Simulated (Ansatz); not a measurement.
# AlH4 (doublet): from Hartree-Fock to the top rungs at distance Al1–H4 along a hydrogen transfer = 1.674 Å, cc-pVDZ

An exercise on one series of results from a longer session: the logs are not shown, and one member is left open.

Computed with Ansatz 0.2.0, Gaussian basis. Level: cc-pVDZ, core rule «outside noble gas», up to 5 orbitals frozen.

Plan: UHF; CCSD(T) on ROHF; Full CI.

23 further runs of the same task are left out: 2 for a known fault of the program, 21 set aside as unsound or not needed.

**The system**

The geometry derives from fragments relaxed apart (PBE0/def2-TZVP) and kept rigid, so it is no stationary point. A hydrogen atom is moved between rigid fragments.

5 atoms, charge 0, spin multiplicity 2.

Atoms are counted from 1 here; the program's logs count them from 0.

Bond lengths: Al1–H2 1.586 Å, Al1–H3 1.586 Å, Al1–H4 1.674 Å. Angles: H2–Al1–H3 120.0°, H2–Al1–H4 120.0°, H3–Al1–H4 120.0°.

As a file:

```xyz
5

Al   -0.0886    0.0000    0.0000
H    -0.8815    1.3734    0.0000
H    -0.8815   -1.3734    0.0000
H     1.5854    0.0000    0.0000
H     2.5494    0.0000    0.0000
```

Set-up of the first run:

The input, in.yaml:

```yaml
crystal:
  periodic: [false, false, false]
  atoms:
    - {symbol: Al, position_ang: [-0.088601, 0.000000, 0.000000]}
    - {symbol: H, position_ang: [-0.881524, 1.373384, 0.000000]}
    - {symbol: H, position_ang: [-0.881524, -1.373384, 0.000000]}
    - {symbol: H, position_ang: [1.585399, 0.000000, 0.000000]}
    - {symbol: H, position_ang: [2.549399, 0.000000, 0.000000]}
basis:
  gaussian: {orbitals: cc-pVDZ}
magnetization: {spin_polarized: true, initial_magnetization: 1}
hamiltonian: {xc: hf}
output: {orbitals: {seedname: orbitals}}
```

Command:

```sh
$ ansatz run in.yaml --threads 1 --pin off --events-out ev --progress --plain --max-ram 5120MiB --backend cpu
```

Steps of the session up to this table: UHF; CCSD(T) on ROHF; Full CI.

One table of the session follows, with a row left open; its other results are not shown here.

It belongs to the step «Misses and costs». 

| method | from FCI (kJ/mol) |
| --- | --- |
| ROHF | +326.0 |
| UHF | +309.7 |
| RMP2 | +80.2 |
| RCCSD | ? |
| RCCSD(T) | +1.7 |
| FCI | 0 |

Estimate the missing values for RCCSD.

As computed: from FCI (kJ/mol): +6.3. In the column «from FCI (kJ/mol)» it lies between RCCSD(T) (+1.7) and RMP2 (+80.2).

To keep in mind: Levels on UHF freeze UHF's core orbitals, full CI those of ROHF, so the U rows can settle a little off it for that reason alone.
